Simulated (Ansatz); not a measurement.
# Caesium, bcc: convergence with the plane-wave cutoff

Computed with Ansatz, r²SCAN, scalar-relativistic PAW, on the relaxed cell (a = 6.270 Å; spin not included). Errors count from a run at 500 eV on a Γ-centred 12×12×12 mesh with Fermi-Dirac smearing of 0.1 eV, extrapolated to zero width. Fixed here: mesh 7×7×7, Fermi-Dirac width 0.1 eV. The pressure holds a Pulay correction and is unreliable far below the recommended cutoff. The SCF starts from atomic densities corrected by a trained network.

```csv
cutoff (eV),E(σ→0) error (meV/atom),P (GPa),SCF iterations
150,826.0,0.03,6
200,210.0,-0.02,6
250,50.4,0.00,6
300,5.9,0.00,6
420,-3.1,0.00,6
500,-3.2,0.00,6
600,-3.3,0.00,6
800,-3.4,0.00,6
```

What does the run at 350 give (cutoff)?

E(σ→0) error (meV/atom): -2.3; P (GPa): 0.00; SCF iterations: 6.

Within 5 meV/atom of the last row: from 350 eV on.
